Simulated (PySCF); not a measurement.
Working out the electron affinity of F

F⁻ [Ne] (1S) → F [He] 2s2 2p5 (2P). Computed with PySCF 2.14 in x2c-QZVPPall with one added diffuse shell each of s, p, d, f type (8s5p4d3f1g, 73 functions), with the spin-free X2C one-electron Hamiltonian (Gaussian nucleus). Frozen: nothing. Energies in hartree (1 hartree = 27.21139 eV):

| part | F⁻ (lower) | F (upper) |
| --- | --- | --- |
| UHF | -99.545935 | -99.503193 |
| MP2 opposite-spin | -0.254112 | -0.190753 |
| MP2 same-spin | -0.084905 | -0.055737 |

Task: What does Hartree-Fock give?

Result: (-99.503193) − (-99.545935) = 0.042742 hartree = 1.163 eV.

Task: What do MP2 and SCS-MP2 (6/5 opposite-spin, 1/3 same-spin) give?

Result: The opposite-spin parts differ by 1.724 eV and the same-spin parts by 0.794 eV. MP2: 1.163 + (1.724) + (0.794) = 3.681 eV. SCS-MP2: 1.163 + 1.2 × (1.724) + (0.794)/3 = 3.496 eV.

A first-order spin-orbit estimate adds -0.018 eV to MP2 (valence and next inner shell), giving 3.663 eV against 3.401 eV (measured; photodetachment measurements, as compiled on the Wikipedia data page of electron affinities).

What remains against the reference includes basis incompleteness and correlation beyond second order.
